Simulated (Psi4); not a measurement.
# SiH2O2 (SMILES O[Si]O) at 3 levels

Aim: a comparison of 3 runs (B2PLYP/aug-cc-pVDZ, MP2/aug-cc-pVDZ, OMP2/aug-cc-pVDZ) of SiH2O2. 

Program for the calculation: Psi4 1.11.

### Step 1. The molecule

SiH2O2 has 5 atoms, charge 0, and is taken as a singlet. SMILES: `O[Si]O`. The O3–H5 distance was set to 1.440 Å, away from the relaxed value. At this shape a bond of the SMILES string is far longer than usual.

Bond lengths: O1–Si2 1.642 Å, Si2–O3 1.663 Å, O1–H4 0.964 Å. Angles: O1–Si2–O3 99.4°, Si2–O1–H4 117.5°. A long bond or contact: O3–H5 1.440 Å.

### Step 2. A single-point energy at B2PLYP/aug-cc-pVDZ (density fitting for correlation) (run 1)

Input file input.dat:

```
memory 2200 MB

molecule geom {
  O     -3.54466701    -0.01001177    -0.86436640
  Si    -1.21803620    -1.30579697     0.72810581
  O      1.14034200     0.54386696    -0.21505650
  H     -3.14536788     1.41578659    -1.92469173
  H      3.59255834    -0.02475541     0.81900730
  units au
  symmetry c1
}

set globals {
  basis                aug-cc-pVDZ
  puream               true
  e_convergence        1e-09
  d_convergence        1e-08
  scf_type             pk
  dft_radial_points    99
  dft_spherical_points 590
  num_frozen_docc      7
}

e, wfn = energy('b2plyp', return_wfn=True)
print_variables()
```

Command:

```console
$ psi4 -n 1 input.dat output.dat
```

output.dat:

```text
[...]
  Running in c1 symmetry.
[...]
  Nuclear repulsion =  101.538264293666145
[...]
  Multiplicity = 1
[...]
  Nalpha       = 16
  Nbeta        = 16
[...]
    Number of basis functions: 91
[...]
   @RKS iter   1:  -440.41646317564869   -5.91794e-01   9.33128e-03 ADIIS/DIIS
[...]
   @RKS iter  12:  -440.72828841535903   -5.85487e-12   4.93800e-09 DIIS
[...]
    Orbital Energies [Eh]
    ---------------------
    Doubly Occupied:
       1A    -67.289832     2A    -19.781235     3A    -19.752477
       4A     -5.670848     5A     -3.924102     6A     -3.923278
       7A     -3.920239     8A     -1.162080     9A     -1.098500
      10A     -0.634330    11A     -0.546221    12A     -0.468132
      13A     -0.447138    14A     -0.435874    15A     -0.402655
      16A     -0.293581
[...]
  @RKS Final Energy:  -440.72828841535903
   => Energetics <=
    Nuclear Repulsion Energy =            101.5382642936661455
    One-Electron Energy =                -811.7628207324133882
    Two-Electron Energy =                 288.0054369279930597
    DFT Exchange-Correlation Energy =     -18.5091689046048948
    Empirical Dispersion Energy =           0.0000000000000000
    VV10 Nonlocal Energy =                  0.0000000000000000
    Total Energy =                       -440.7282884153590317
[...]
 Multipole Moments:
 ------------------------------------------------------------------------------------
     Multipole            Electronic (a.u.)      Nuclear  (a.u.)        Total (a.u.)
 ------------------------------------------------------------------------------------
 L = 1.  Multiply by 2.5417464519 to convert [e a0] to [Debye]
 Dipole X            :         -0.4847110            1.3748728            0.8901618
 Dipole Y            :         -0.8991048            1.1091537            0.2100489
 Dipole Z            :          0.6135216           -0.5752581            0.0382634
 Magnitude           :                                                    0.9154085
[...]
```

It took 14 s on 1 thread of AMD EPYC 7R43 (Zen 3), shared host; peak memory 1.1 GiB.

### Step 3. The energy at MP2/aug-cc-pVDZ (run 2)

Input file job.dat:

```
memory 2200 MB

molecule {
  0 1
  O
  Si 1 r2
  O 2 r3 1 a3
  H 1 r4 2 a4 3 d4
  H 3 r5 2 a5 1 d5

  r2 = 1.642005
  r3 = 1.662725
  a3 = 99.37596
  r4 = 0.963717
  a4 = 117.47399
  d4 = 0.02945
  r5 = 1.4401
  a5 = 116.05776
  d5 = 179.99843
  units angstrom
  symmetry c1
  no_reorient
  no_com
}

set puream true
set e_convergence 1e-09
set d_convergence 1e-08
set scf_type pk
set num_frozen_docc 7
set mp2_type conv

e = energy("mp2/aug-cc-pVDZ")
```

Command:

```console
$ psi4 -n 1 job.dat job.out
```

job.out:

```text
[...]
  Running in c1 symmetry.
[...]
  Nuclear repulsion =  101.538270437507393
[...]
  Multiplicity = 1
[...]
  Nalpha       = 16
  Nbeta        = 16
[...]
    Number of basis functions: 91
[...]
   @RHF iter   1:  -439.60278985882633   -1.00290e+00   7.17375e-03 ADIIS/DIIS
[...]
   @RHF iter  13:  -439.80138876663688   -5.85487e-12   4.63313e-09 DIIS
[...]
    Orbital Energies [Eh]
    ---------------------
    Doubly Occupied:
       1A    -68.828451     2A    -20.607023     3A    -20.574214
       4A     -6.167042     5A     -4.270395     6A     -4.269576
       7A     -4.268577     8A     -1.356701     9A     -1.288391
      10A     -0.740082    11A     -0.645460    12A     -0.568588
      13A     -0.547890    14A     -0.523469    15A     -0.502461
      16A     -0.351209
[...]
  @RHF Final Energy:  -439.80138876663688
   => Energetics <=
    Nuclear Repulsion Energy =            101.5382704375073928
    One-Electron Energy =                -811.6602602192103859
    Two-Electron Energy =                 270.3206010150660745
    Total Energy =                       -439.8013887666368760
[...]
 Multipole Moments:
 ------------------------------------------------------------------------------------
     Multipole            Electronic (a.u.)      Nuclear  (a.u.)        Total (a.u.)
 ------------------------------------------------------------------------------------
 L = 1.  Multiply by 2.5417464519 to convert [e a0] to [Debye]
 Dipole X            :          0.0000724           -0.0003662           -0.0002938
 Dipole Y            :          1.0914688           -1.8377075           -0.7462387
 Dipole Z            :          0.3560842            0.2724885            0.6285728
 Magnitude           :                                                    0.9756926
[...]
	SCS-MP2 Total Energy (a.u.)        :  -440.30395250222114
	SOS-MP2 Total Energy (a.u.)        :  -440.25933615469125
	SCSN-MP2 Total Energy (a.u.)       :  -440.03696308159437
[...]
	SOS-PI-MP2 Total Energy (a.u.)     :  -440.33566071936701
[...]
	MP2 Total Energy (a.u.)            :  -440.31686063260503
[...]
```

Run time: 8.7 s. Hardware: 1 thread of AMD EPYC 7R43 (Zen 3), shared host; peak memory 0.46 GiB.

### Step 4. A single-point energy at OMP2/aug-cc-pVDZ (density fitting for correlation) (run 3)

Input file run.py:

```python
import psi4

psi4.set_memory(2200000000)
psi4.set_num_threads(1)
psi4.core.set_output_file('psi4.out', False)

molecule = psi4.geometry("""
0 1
O
Si 1 1.642005
O 2 1.662725 1 99.37596
H 1 0.963717 2 117.47399 3 0.02945
H 3 1.4401 2 116.05776 1 179.99843
symmetry c1
no_reorient
no_com
""")

psi4.set_options(dict(basis='aug-cc-pVDZ', puream=True, e_convergence=1e-09, d_convergence=1e-08, scf_type='pk', num_frozen_docc=7))

result = psi4.energy("omp2")
print(f'omp2 energy: {result:.10f} Eh')
for k, v in sorted(psi4.core.scalar_variables().items()):
    print(f'{k:45s} {v:18.10f}')
```

Command:

```console
$ python run.py
```

psi4.out:

```text
[...]
  Running in c1 symmetry.
[...]
  Nuclear repulsion =  101.538270437507393
[...]
  Multiplicity = 1
[...]
  Nalpha       = 16
  Nbeta        = 16
[...]
    Number of basis functions: 91
[...]
   @RHF iter   1:  -439.60278985882633   -1.00290e+00   7.17375e-03 DIIS/ADIIS
[...]
   @RHF iter  13:  -439.80138876663688   -5.85487e-12   4.63313e-09 DIIS
[...]
    Orbital Energies [Eh]
    ---------------------
    Doubly Occupied:
       1A    -68.828451     2A    -20.607023     3A    -20.574214
       4A     -6.167042     5A     -4.270395     6A     -4.269576
       7A     -4.268577     8A     -1.356701     9A     -1.288391
      10A     -0.740082    11A     -0.645460    12A     -0.568588
      13A     -0.547890    14A     -0.523469    15A     -0.502461
      16A     -0.351209
[...]
  @RHF Final Energy:  -439.80138876663688
   => Energetics <=
    Nuclear Repulsion Energy =            101.5382704375073928
    One-Electron Energy =                -811.6602602192103859
    Two-Electron Energy =                 270.3206010150660745
    Total Energy =                       -439.8013887666368760
[...]
 Multipole Moments:
 ------------------------------------------------------------------------------------
     Multipole            Electronic (a.u.)      Nuclear  (a.u.)        Total (a.u.)
 ------------------------------------------------------------------------------------
 L = 1.  Multiply by 2.5417464519 to convert [e a0] to [Debye]
 Dipole X            :          0.0000724           -0.0003662           -0.0002938
 Dipole Y            :          1.0914688           -1.8377075           -0.7462387
 Dipole Z            :          0.3560842            0.2724885            0.6285728
 Magnitude           :                                                    0.9756926
[...]
	Warning: cc_lambda option is changed to TRUE
	For this residual convergence, default PCG convergence is:     1.00e-07
[...]
	DF-MP2 Total Energy (a.u.)         :  -440.31683800322429
[...]
	DF-MP2 Total Energy (a.u.)         :  -440.32883537801183
[...]
	DF-OMP2 Total Energy (a.u.)        :  -440.32883537806526
[...]
```

The script printed:

```text
omp2 energy: -440.3288353781 Eh
CURRENT CORRELATION ENERGY                         -0.5274466114
CURRENT ENERGY                                   -440.3288353781
CURRENT REFERENCE ENERGY                         -439.8013887666
DD SOLVATION ENERGY                                 0.0000000000
HF KINETIC ENERGY                                 439.2053312804
HF POTENTIAL ENERGY                              -879.0067200470
HF TOTAL ENERGY                                  -439.8013887666
HF VIRIAL RATIO                                     2.0013571272
MP2 CORRELATION ENERGY                             -0.5154492366
MP2 DOUBLES ENERGY                                 -0.5154492366
MP2 SINGLES ENERGY                                  0.0000000000
MP2 TOTAL ENERGY                                 -440.3168380032
NUCLEAR REPULSION ENERGY                          101.5382704375
OMP2 CORRELATION ENERGY                            -0.5274466114
OMP2 REFERENCE CORRECTION ENERGY                    0.0139377156
OMP2 TOTAL ENERGY                                -440.3288353781
ONE-ELECTRON ENERGY                              -811.6602602192
PCM POLARIZATION ENERGY                             0.0000000000
PE ENERGY                                           0.0000000000
SCF ITERATION ENERGY                             -439.8013887666
SCF ITERATIONS                                     13.0000000000
SCF TOTAL ENERGY                                 -439.8013887666
SCS(N)-MP2 CORRELATION ENERGY                     439.8013887666
SCS(N)-MP2 TOTAL ENERGY                             0.0000000000
SCS(N)-OMP2 CORRELATION ENERGY                    439.8013887666
SCS(N)-OMP2 TOTAL ENERGY                            0.0000000000
SCS-MP2 CORRELATION ENERGY                        439.8013887666
SCS-MP2 TOTAL ENERGY                                0.0000000000
SCS-OMP2 CORRELATION ENERGY                       439.8013887666
SCS-OMP2 TOTAL ENERGY                               0.0000000000
SOS-MP2 CORRELATION ENERGY                        439.8013887666
SOS-MP2 TOTAL ENERGY                                0.0000000000
SOS-OMP2 CORRELATION ENERGY                       439.8013887666
SOS-OMP2 TOTAL ENERGY                               0.0000000000
TWO-ELECTRON ENERGY                               270.3206010151
```

Wall time 21 s (1 thread of AMD EPYC 7R43 (Zen 3), shared host); peak memory 0.39 GiB.

### Step 5. All runs side by side

| run | level | fitting correlation | integration grid | energy (Eh) | HOMO energy (eV) | LUMO energy (eV) | HOMO–LUMO gap (eV) | wall time |
| --- | --- | --- | --- | --- | --- | --- | --- | --- |
| 1 | B2PLYP/aug-cc-pVDZ (density fitting for correlation) | density fitting | 99 radial × 590 angular | -440.902183 | -7.99 | -1.36 | 6.63 | 14 s |
| 2 | MP2/aug-cc-pVDZ | none | – | -440.316861 | -9.56 | 0.35 | 9.91 | 8.7 s |
| 3 | OMP2/aug-cc-pVDZ (density fitting for correlation) | density fitting | – | -440.328835 | -9.56 | 0.35 | 9.91 | 21 s |

### Step 6. Results

| quantity | value |
| --- | --- |
| run 3: total energy | -440.32884 Eh |
| run 3: HOMO energy (Hartree–Fock orbitals) | -9.56 eV |
| run 3: LUMO energy (Hartree–Fock orbitals) | 0.35 eV |
| run 3: HOMO–LUMO gap (Hartree–Fock orbitals) | 9.91 eV |
| run 3: correlation energy (7 core orbitals frozen) | -527.4 mEh |

All runs together took 44 s, the longest 21 s.
